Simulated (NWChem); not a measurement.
Correlation energy of Al

```
Al
```
Charge 0, spin multiplicity 2.

Everything below was run with NWChem.

Basis set: cc-pVDZ. Each correlation energy counts from its own Hartree-Fock reference.

The correlated methods keep 5 core orbitals frozen. No SCF solution was tested for a lower state. Open-shell Hartree-Fock references start from PBE0 orbitals. Coupled-cluster values serve here as a point of comparison, not as the truth.

Q: Order these methods by the correlation energy they give, lowest first: SCS-UMP2, CCSDT on ROHF, URI-MP2, CCSD on ROHF.

A: CCSDT on ROHF (-51.5 mHa), CCSD on ROHF (-50.3 mHa), SCS-UMP2 (-34.9 mHa), URI-MP2 (-30.6 mHa)
